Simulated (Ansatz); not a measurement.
A calculation with Ansatz (development build ahead of 0.2.0).

```yaml
crystal:
  periodic: [false, false, false]
  atoms:
    - { symbol: C, position_ang: [0.00053, 0.00803, -0.52874] }
    - { symbol: O, position_ang: [0.00802, 0.00596, 0.6729] }
    - { symbol: H, position_ang: [-0.00746, -0.94782, -1.11895] }
    - { symbol: H, position_ang: [-0.00767, 0.95046, -1.12692] }
basis:
  gaussian: { orbitals: cc-pVDZ }
hamiltonian:
  xc: hf
correlation:
  method: mp2
  frozen_orbitals: { C: 1, H: 0, O: 1 }
```

The input is written out in the form of the current development build from the run's settings.

The run gave:

| Quantity | Value |
| --- | --- |
| Converged | yes |
| Reference energy | -113.87599 hartree |
| Correlation energy | -0.31686 hartree |
| Total energy | -114.19286 hartree |
| Spin squared of the determinant | 0.000 |
